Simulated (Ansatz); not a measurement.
Start from `CNCSC` and change one atom or group to get `CNCO`.

Ansatz, PBE0-D4/def2-TZVP geometries, multiplicity 1. Each molecule was computed in one conformer, which needn't be the lowest.

```json
{"property": "HOMO–LUMO gap (B3LYP/def2-TZVPP) / eV", "`CNCSC`": "6.35"}
{"property": "HOMO energy (PBE0/def2-TZVPP) / eV", "`CNCSC`": "-6.14"}
{"property": "size of the dipole moment (ωB97M-V/def2-TZVPP) / D", "`CNCSC`": "0.76"}
{"property": "HOMO–LUMO gap (PBE/def2-TZVPP) / eV", "`CNCSC`": "4.67"}
{"property": "HOMO energy (B3LYP/def2-TZVPP) / eV", "`CNCSC`": "-5.92"}
{"property": "size of the dipole moment (B3LYP/def2-TZVPP) / D", "`CNCSC`": "0.76"}
```

(1) Give the same properties after the change, and the shifts. (Estimate.)

Results:

(1) The calculation gave: 
```tsv
property	`CNCO`	shift
HOMO–LUMO gap (B3LYP/def2-TZVPP) / eV	7.43	1.08
HOMO energy (PBE0/def2-TZVPP) / eV	-6.78	-0.64
size of the dipole moment (ωB97M-V/def2-TZVPP) / D	1.64	0.88
HOMO–LUMO gap (PBE/def2-TZVPP) / eV	5.74	1.07
HOMO energy (B3LYP/def2-TZVPP) / eV	-6.58	-0.66
size of the dipole moment (B3LYP/def2-TZVPP) / D	1.64	0.88
```

With PBE0 the HOMO falls by 0.64 eV and the LUMO rises by 0.49 eV, so the gap widens by about 1.13 eV. PBE moves the HOMO by -0.46 eV and ωB97M-V by -0.78 eV. Dipoles are sizes alone; their direction can turn.

B3LYP here is the variant with VWN-RPA as its local correlation; programs differ in this.
